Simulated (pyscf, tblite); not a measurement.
`[OH][CH2][OH]` → `[CH2]=[O]` + `[OH2]`: energy along the mass-weighted descent from the GFN2-xTB saddle (tblite), relative to the relaxed reactant side.

(s (amu^1/2 bohr), E (kcal/mol)): (-5.08, 0.4); (-4.90, 0.6); (-4.66, 0.9); (-4.39, 1.3); (-4.11, 1.8); (-3.75, 2.4); (-3.45, 3.1); (-3.06, 3.9); (-2.66, 5.1); (-1.44, 18.4); (0.000, 56.9); (1.44, 42.3); (2.88, 37.0); (4.32, 34.5); (4.76, 33.0); (5.13, 32.1); (5.48, 31.5); (5.79, 31.1); (6.03, 30.7); (6.28, 30.4); (6.47, 30.3)

Problem. The GFN2-xTB barrier from the reactant side is 56.9 kcal/mol. What does ωB97X-D3(BJ) (PySCF) give from its own reactant-side minimum, in def2-SVP and in def2-TZVP?

Solution. 50.3 kcal/mol in the double-zeta basis after reoptimising the saddle, and 49.8 kcal/mol in the triple-zeta single point, so the tight-binding barrier lies 7.1 kcal/mol over the latter. The imaginary mode goes from 1698i to 1659i cm⁻¹.
